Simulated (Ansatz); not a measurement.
**Ligand exchange: BH(CH3)F + CH4O → BH(CH3)(OH) + CH3F**

Species: BH(CH3)F, singlet; CH4O (methanol) `CO`, singlet; BH(CH3)(OH), singlet; CH3F (fluoromethane) `CF`, singlet. The partners trade F for OH: B–F and C–OH bonds give way to B–OH and C–F.

Shapes, held fixed at every level: PBE0-D4/def2-TZVP. Flexible molecules stand in one conformer, not always the lowest. Programs: Ansatz 0.2.0. The zero-point and thermal change to 298 K, harmonic and unscaled (PBE0-D4/def2-TZVP), is +1.2 kJ/mol.

Estimate ΔH(298 K) of this reaction.

The highest level, CCSD(T)/CBS estimate, gives ΔH(298 K) = +2.8 kJ/mol; the levels span -0.9 to +5.2. That is about zero within the method's error. They disagree on the sign: 5 of 7 are positive. The column of differences is taken from that level and isn't an error. No measured value is set beside it here. The CBS estimate extrapolates MP2 from def2-TZVPP and def2-QZVPP and adds CCSD(T) − MP2 in the triple-zeta set, cores frozen.

| level | kind | ΔH(298 K) (kJ/mol) | less CCSD(T)/CBS estimate |
| --- | --- | --- | --- |
| HF/def2-TZVPP | Hartree–Fock | +5.2 | +2.4 |
| wB97X-V/def2-TZVPP | range-separated hybrid | +1.9 | -0.9 |
| MP2/def2-SVP | perturbation theory | +0.3 | -2.5 |
| MP2/def2-TZVPP | perturbation theory | +3.4 | +0.6 |
| CCSD(T)/def2-SVP | coupled cluster or CI | -0.9 | -3.7 |
| CCSD/def2-SVP | coupled cluster or CI | -0.2 | -3.0 |
| CCSD(T)/CBS estimate | coupled cluster or CI | +2.8 | 0.0 |
